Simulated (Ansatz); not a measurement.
Basis-set extrapolation for C3H4N2, SMILES `NC1=C=CN1` (PBE0-D4/def2-TZVP geometry, frozen core, the Gaussian-basis code of Ansatz). Multiplicity 1, RHF reference.

```
                      def2-TZVPP   def2-QZVPP
                 HF  -224.748311  -224.758446
    MP2 correlation    -0.867832    -0.926619
CCSD(T) correlation    -0.930800      not run
```

Energies in hartree. Use E(X) = E(∞) + A·exp(−7.88·√X) for Hartree–Fock and E(X) = E(∞) + B·X^(−2.97) for correlation, with X = 3 and 4, and add CCSD(T) minus MP2 of the smaller set to the MP2 limit.

**Question.** What is the CCSD(T) energy at the basis-set limit?

**Answer.** HF limit: -224.758446 + (-0.010135) × 0.13774 = -224.75984. MP2 limit: -0.926619 + (-0.058787) × 0.74074 = -0.97016. Higher-order term: -0.930800 − (-0.867832) = -0.06297. Total: -225.79297 hartree, 71.4 kcal/mol below CCSD(T)/def2-TZVPP.
